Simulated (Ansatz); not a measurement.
# Al₂N+ (triplet): energies up the ladder, part 2 of 2

Aim: energies up the ladder, for Al₂N+ (triplet), with the cost of each level. Charge +1. Spin multiplicity 3.

Ansatz 0.2.0, Gaussian bases. The steps go on from the part before.

## Step 12: Single point, LDA/def2-TZVPP

input.yaml reads:

```yaml
crystal:
  periodic: [false, false, false]
  atoms:
    - { symbol: Al, position_ang: [-0.08314996, 0.15842651, -1.57841495] }
    - { symbol: "N", position_ang: [0.22939558, -0.43706985, 3.33e-06] }
    - { symbol: Al, position_ang: [-0.08314996, 0.15842651, 1.57842163] }
magnetization:
  spin_polarized: true
  initial_magnetization: 2
total_charge: 1
basis:
  gaussian: { orbitals: def2-TZVPP }
hamiltonian:
  xc: lda
```

The run is started by

```console
> ansatz run input.yaml --threads 2 --pin off --max-ram 5120MiB --backend cpu --events-out ev --progress --plain --runs-dir out
```

Standard output:

```text
Warning: RAYON_NUM_THREADS=2 ignored (pool sized by the plan → 2); use --threads N
Engine: ansatz 0.2.0, aarch64-unknown-linux-gnu
Functional definition: SPW92
  exchange = slater_x
  correlation = pw_c
693 factors; their error is unknown
mean field evaluation 1: about -14563.7434 eV, gradient 1.0e2 eV
mean field evaluation 2: about -14346.0287 eV, gradient 1.1e2 eV
mean field evaluation 4: about -14548.2462 eV, gradient 1.2e2 eV
mean field evaluation 8: about -14607.0244 eV, gradient 5.0e-1 eV
mean field evaluation 16: about -14604.5531 eV, gradient 1.1e1 eV
mean field evaluation 32: about -14604.5531 eV, gradient 1.1e1 eV
mean field -14607.02520983 eV, -536.7982754641 hartree, gradient 1.5e-5 eV, S^2 2.003616; 7 other end points of the search recorded, 0 dependent functions left out
reference -14607.02524240 eV, -536.7982766610 hartree; 17, 15 occupied and 98, 100 virtual orbitals, 693 factors
Total energy: -14607.02524240 eV, -536.7982766610 hartree
```

Run time: 2.8 s. Hardware: 2 threads of Arm Neoverse V1, shared host; peak memory 0.19 GiB.

## Step 13: Single point, PBE0-D4/def2-SVP

Changes to input.yaml since step 12:

```diff
@@ -11,4 +11,5 @@
 basis:
-  gaussian: { orbitals: def2-TZVPP }
+  gaussian: { orbitals: def2-SVP }
 hamiltonian:
-  xc: lda
+  xc: pbe0
+  dispersion: d4
```

The run is started by

```console
> ansatz run input.yaml --threads 2 --pin off --max-ram 5120MiB --backend cpu --events-out ev --progress --plain --runs-dir out
```

Standard output:

```text
Warning: RAYON_NUM_THREADS=2 ignored (pool sized by the plan → 2); use --threads N
Engine: ansatz 0.2.0, aarch64-unknown-linux-gnu
Functional definition: PBE0
  parameter a = 0.25
  parameter kappa = 0.804
  parameter beta = 0.06672455060314922
  exchange = (1 - a)*pbe_x(kappa = kappa, mu = beta*pi^2/3) + a*exact_x
  correlation = pbe_c(beta = beta)
456 factors; integrals over basis functions are off by at most 4.3e-4 eV
mean field evaluation 1: about -14629.5538 eV, gradient 8.0e1 eV
mean field evaluation 2: about -14496.2234 eV, gradient 1.1e2 eV
mean field evaluation 4: about -14660.5644 eV, gradient 1.3e1 eV
mean field evaluation 8: about -14661.4890 eV, gradient 4.6e-1 eV
mean field evaluation 16: about -14661.4965 eV, gradient 1.8e-4 eV
mean field -14661.49646110 eV, -538.8000570261 hartree, gradient 3.3e-5 eV, S^2 2.011833; 1 other end points of the search recorded, 0 dependent functions left out
reference -14661.49648829 eV, -538.8000580256 hartree; 17, 15 occupied and 33, 35 virtual orbitals, 456 factors
Total energy: -14661.58488091 eV, -538.8033063941 hartree
```

Run time: 1 s. Hardware: 2 threads of Arm Neoverse V1, shared host; peak memory 0.11 GiB.

## Step 14: Single point, PBE-D4/def2-SVP

Changes to input.yaml since step 13:

```diff
@@ -13,3 +13,3 @@
 hamiltonian:
-  xc: pbe0
+  xc: pbe
   dispersion: d4
```

The run is started by

```console
> ansatz run input.yaml --threads 2 --pin off --max-ram 5120MiB --backend cpu --events-out ev --progress --plain --runs-dir out
```

Standard output:

```text
Warning: RAYON_NUM_THREADS=2 ignored (pool sized by the plan → 2); use --threads N
Engine: ansatz 0.2.0, aarch64-unknown-linux-gnu
Functional definition: PBE
  parameter kappa = 0.804
  parameter beta = 0.06672455060314922
  exchange = pbe_x(kappa = kappa, mu = beta*pi^2/3)
  correlation = pbe_c(beta = beta)
558 factors; their error is unknown
mean field evaluation 1: about -14620.6249 eV, gradient 8.9e1 eV
mean field evaluation 2: about -14418.1343 eV, gradient 9.5e1 eV
mean field evaluation 4: about -14612.3121 eV, gradient 9.4e1 eV
mean field evaluation 8: about -14660.4858 eV, gradient 9.0e-1 eV
mean field evaluation 16: about -14657.9409 eV, gradient 1.4e1 eV
mean field evaluation 32: about -14659.3325 eV, gradient 1.5e0 eV
mean field -14660.47676255 eV, -538.7625837958 hartree, gradient 2.4e-5 eV, S^2 2.005724; 6 other end points of the search recorded, 0 dependent functions left out
reference -14660.47679874 eV, -538.7625851255 hartree; 17, 15 occupied and 33, 35 virtual orbitals, 558 factors
Total energy: -14660.58190656 eV, -538.7664477669 hartree
```

Wall time 2.4 s (2 threads of Arm Neoverse V1, shared host); peak memory 0.1 GiB.

## Step 15: Single point, CCSD(T)/def2-TZVPP

Changes to input.yaml since step 14:

```diff
@@ -11,5 +11,6 @@
 basis:
-  gaussian: { orbitals: def2-SVP }
-hamiltonian:
-  xc: pbe
-  dispersion: d4
+  gaussian: { orbitals: def2-TZVPP }
+correlation:
+  method: ccsd_t
+scf:
+  omitted_lower_state_checks: [cluster_reference]
```

The run is started by

```console
> ansatz run input.yaml --threads 2 --pin off --max-ram 5120MiB --backend cpu --events-out ev --progress --plain --runs-dir out
```

Standard output (excerpt; [...] marks lines left out):

```text
Warning: RAYON_NUM_THREADS=2 ignored (pool sized by the plan → 2); use --threads N
[...]
Functional definition: HF
[...]
711 factors; integrals over basis functions are off by at most 7.1e-4 eV
[...]
mean field -14641.16679907 eV, -538.0529557264 hartree, gradient 8.9e-6 eV, S^2 2.080911; 15 other end points of the search recorded, 0 dependent functions left out
11 core orbitals not correlated: weight in the atoms' cores, before any rotation towards them, 1.000 or more for the frozen orbitals, at most 0.000 for the correlated occupied ones
reference -14641.16679907 eV, -538.0529557264 hartree; 6, 4 occupied and 98, 100 virtual orbitals, 711 factors
second order -7.45376338 eV of doubles, -0.00000000 eV of singles
cycle   1  -7.20225960 eV  change    2.5e-1 eV  update   1.1e-1
[...]
cycle  14  -7.64141391 eV  change    6.1e-6 eV  update   6.7e-6
perturbative correction -0.47404863 eV, -0.0174209660 hartree
Total energy: -14649.28226161 eV, -538.3511934739 hartree
Checks for a lower state left out: cluster_reference
```

It took 14 s on 2 threads of Arm Neoverse V1, shared host; peak memory 0.59 GiB.

## Step 16: Single point, CCSD(T)/def2-QZVPP

Changes to input.yaml since step 15:

```diff
@@ -11,3 +11,3 @@
 basis:
-  gaussian: { orbitals: def2-TZVPP }
+  gaussian: { orbitals: def2-QZVPP.json }
 correlation:
```

The run is started by

```console
> ansatz run input.yaml --threads 2 --pin off --max-ram 5120MiB --backend cpu --events-out ev --progress --plain --runs-dir out
```

Standard output (excerpt; [...] marks lines left out):

```text
Warning: RAYON_NUM_THREADS=2 ignored (pool sized by the plan → 2); use --threads N
[...]
Functional definition: HF
[...]
1176 factors; integrals over basis functions are off by at most 3.2e-4 eV
[...]
mean field -14641.61007590 eV, -538.0692458497 hartree, gradient 2.2e-6 eV, S^2 2.082496; 15 other end points of the search recorded, 0 dependent functions left out
11 core orbitals not correlated: weight in the atoms' cores, before any rotation towards them, 1.000 or more for the frozen orbitals, at most 0.000 for the correlated occupied ones
reference -14641.61007590 eV, -538.0692458497 hartree; 6, 4 occupied and 180, 182 virtual orbitals, 1176 factors
second order -7.98958805 eV of doubles, -0.00000000 eV of singles
cycle   1  -7.64103331 eV  change    3.5e-1 eV  update   1.1e-1
[...]
cycle  14  -8.09010255 eV  change    3.6e-6 eV  update   6.7e-6
perturbative correction -0.51866276 eV, -0.0190605050 hartree
Total energy: -14650.21884121 eV, -538.3856121396 hartree
Checks for a lower state left out: cluster_reference
```

Wall time 62 s (2 threads of Arm Neoverse V1, shared host); peak memory 2.3 GiB.

## Step 17: Extrapolation to the basis-set limit

CCSD(T)/CBS estimate, frozen core: CCSD(T) correlation extrapolated, from def2-TZVPP and def2-QZVPP: mean field -14641.6711 eV, total -14650.6453 eV. The exponents are 7.88 (mean field) and 2.97 (correlation).

## Step 18: Geometries side by side

```tsv
level	Al1–N2 (Å)	N2–Al3 (Å)	rotational constants (MHz)	highest frequency (cm⁻¹)	CPU time
PBE0-D4/def2-TZVPP	1.7157	1.7157	100500, 3759, 3623.5	1114	41 s
```

Constants are for the commonest isotopes at the equilibrium geometry; times are CPU times of the relaxations.

## Step 19: Total energies

```tsv
level	energy (eV)	CPU time
PBE-D4/def2-TZVPP	-14667.1365	8.2 s
r2SCAN-D4/def2-TZVPP	-14673.8163	22 s
B3LYP-D4/def2-TZVPP	-14677.2885	5.7 s
wB97M-V/def2-TZVPP	-14674.7924	18 s
B2PLYP/def2-TZVPP	-14668.7636	9.7 s
LDA/def2-TZVPP	-14607.0252	5.3 s
PBE0-D4/def2-SVP	-14661.5849	1.9 s
PBE-D4/def2-SVP	-14660.5819	4.3 s
CCSD(T)/def2-TZVPP	-14649.2823	26 s
CCSD(T)/def2-QZVPP	-14650.2188	2 min
CCSD(T)/CBS	-14650.6453	-
```

## Step 20: What came out

What follows sums up all 2 parts.

| quantity | value |
| --- | --- |
| Al1–N2 at PBE0-D4/def2-TZVPP | 1.716 Å |
| N2–Al3 at PBE0-D4/def2-TZVPP | 1.716 Å |
| frequencies at PBE0-D4/def2-TZVPP | 141 to 1114 cm⁻¹ |
| energy at CCSD(T)/CBS | -14650.645 eV |

No mode is imaginary, so the geometry is a minimum. These totals serve in differences with atoms or fragments at the same level; alone they don't rank the methods. <S²> exceeds the pure value by up to 0.08: some mean fields break spin symmetry, which blurs their results.
